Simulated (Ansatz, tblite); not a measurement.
**The cluster SiMo3: rung by rung**

How do method and basis change the picture of the cluster SiMo3 (singlet)?

Program: Ansatz 0.2.0, Gaussian basis. Level of theory: as each input shows. These are calculated values, not measurements.

Levels to be run: GFN1-xTB, GFN2-xTB, PBE-D4/def2-TZVP, r2SCAN-D4/def2-TZVP, B97M-V/def2-TZVP, BHLYP-D4/def2-TZVP, LDA/def2-TZVP, LC-ωPBE/def2-TZVP, HF/def2-TZVP, PBE+5HF/def2-TZVP, PBE+10HF/def2-TZVP, PBE+15HF/def2-TZVP, PBE+35HF/def2-TZVP, PBE+50HF/def2-TZVP, PBE-D4/def2-SVP, PBE0-D4/def2-SVP, PBE0-D4/def2-TZVPD, PBE-D4/def2-TZVPD, r2SCAN-D4/def2-TZVPD, CCSD(T)/def2-TZVP, RPA/def2-TZVP.

4 further runs of the same task are left out: 4 set aside as unsound or not needed. Runs told in other sessions of the task aren't counted.

**1. The geometry**

The singlet was relaxed beforehand with PBE0-D4/def2-SVP. At that level it is the lowest of the isomers that a small search found.

4 atoms, charge 0, spin multiplicity 1.

Bond lengths: Mo1–Si4 2.504 Å, Mo2–Si4 2.504 Å, Mo3–Si4 2.504 Å. Angles: Mo1–Si4–Mo2 52.8°, Mo1–Si4–Mo3 52.8°, Mo2–Si4–Mo3 52.8°.

Geometry (Å):

```xyz
4

Mo   -0.99621   -0.90766    0.35725
Mo    1.13510   -0.76066   -0.27669
Mo    0.29298    0.72668    1.15333
Si   -0.43187    0.94163   -1.23389
```

Mo takes a core potential in the def2 sets. No spin-orbit coupling is included.

PBE0-D4/def2-TZVP was run before; its log isn't repeated, and its numbers join the tables.

**2. GFN1-xTB**

Tight binding, by tblite at 300 K electronic temperature and without a spin-polarisation term:

```python
tblite.interface.Calculator('GFN1-xTB', numbers, positions, charge=0, uhf=0).singlepoint()
```

Energy -217.0384 eV, HOMO -10.26 eV, LUMO -9.47 eV; 0.005 s.

**3. GFN2-xTB**

Tight binding, by tblite at 300 K electronic temperature and without a spin-polarisation term:

```python
tblite.interface.Calculator('GFN2-xTB', numbers, positions, charge=0, uhf=0).singlepoint()
```

Energy -210.9373 eV, HOMO -8.81 eV, LUMO -8.32 eV; 0.008 s.

**4. PBE-D4/def2-TZVP**

start.molden holds the orbitals of an earlier run on this state, given as this run's starting guess.

File in.yaml:

```yaml
crystal:
  periodic: [false, false, false]
  atoms:
    - {symbol: Mo, position_ang: [-0.996207, -0.907657, 0.357250]}
    - {symbol: Mo, position_ang: [1.135103, -0.760658, -0.276687]}
    - {symbol: Mo, position_ang: [0.292977, 0.726683, 1.153331]}
    - {symbol: Si, position_ang: [-0.431874, 0.941632, -1.233893]}
basis:
  gaussian: {orbitals: def2-TZVP, initial_orbitals: start.molden}
hamiltonian: {xc: pbe, dispersion: d4}
scf: {omitted_lower_state_checks: [starts]}
output: {orbitals: {seedname: orbitals}}
```

The run is started by

```bash
$ ansatz run in.yaml --threads 4 --pin off --events-out ev --progress --plain --max-ram 3916MiB
```

The runs that follow: r2SCAN-D4/def2-TZVP; B97M-V/def2-TZVP; BHLYP-D4/def2-TZVP; LDA/def2-TZVP; LC-ωPBE/def2-TZVP; HF/def2-TZVP; PBE+5HF/def2-TZVP; PBE+10HF/def2-TZVP; PBE+15HF/def2-TZVP; PBE+35HF/def2-TZVP; PBE+50HF/def2-TZVP; PBE-D4/def2-SVP; PBE0-D4/def2-SVP; PBE0-D4/def2-TZVPD; PBE-D4/def2-TZVPD; r2SCAN-D4/def2-TZVPD; CCSD(T)/def2-TZVP; RPA/def2-TZVP.

Q: Predict the results of all the runs planned. Wanted: gap in def2-TZVP, named functionals and Hartree-Fock, smallest and largest; gap over the share of exact exchange; correlation energy, CCSD(T)/def2-TZVP; binding an atom, functionals in def2-TZVP; PBE0 total energy, smallest basis above largest.

As calculated:

| quantity | value |
| --- | --- |
| gap in def2-TZVP, named functionals and Hartree-Fock, smallest and largest | 1.07 eV (LDA), 6.60 eV (HF) |
| gap over the share of exact exchange | 1.11 eV at 0, 4.18 eV at 0.5 |
| correlation energy, CCSD(T)/def2-TZVP | -44.78 eV |
| binding an atom, functionals in def2-TZVP | 1.34 (LC-ωPBE) to 3.98 eV (LDA) |
| PBE0 total energy, smallest basis above largest | 4.65 eV (def2-SVP, def2-TZVPD) |

What this shows: Orbital gaps of the named functionals and Hartree-Fock in def2-TZVP span 1.07 eV (LDA) to 6.60 eV (HF); exact exchange widens it. Raising the share of exact exchange from 0 to 0.5 moves the HOMO by -1.40 eV and the LUMO by +1.67 eV. Notes on CCSD(T)/def2-TZVP: large T1 diagnostic.
